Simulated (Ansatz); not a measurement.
System: methanedithione, CS$_{2}$, net charge 0, singlet state. 
Geometry from a B3LYP-D3(BJ)/def2-TZVP (Ansatz, a first-principles code) optimisation:
SMILES: C(=S)=S
```xyz
3

S      0.0000     0.0000    -1.5527
C      0.0000     0.0000     0.0000
S      0.0000     0.0000     1.5527
```
Charge 0, spin multiplicity 1.

Atomisation energy built up term by term with Ansatz (kcal/mol; UHF references for open shells; valence terms freeze the core; atomic spin-orbit terms are left out). CBS(X,Y): correlation extrapolated as X^-3; Hartree-Fock from the larger set.

```
term                                            basis  kcal/mol
-----------------------  ----------------------------  --------
Hartree-Fock                              cc-pV(Q+d)Z       ___
CCSD correlation         CBS(cc-pV(T+d)Z,cc-pV(Q+d)Z)     97.90
(T)                      CBS(cc-pV(T+d)Z,cc-pV(Q+d)Z)       ___
core correlation                            cc-pwCVTZ      1.79
scalar relativity (X2C)    cc-pVTZ-DK against cc-pVTZ     -0.59
sum: De                                                     ___
```

Complete the blanks.


- Hartree-Fock, kcal/mol: 164.44
- (T), kcal/mol: 15.86
- sum: De, kcal/mol: 279.4
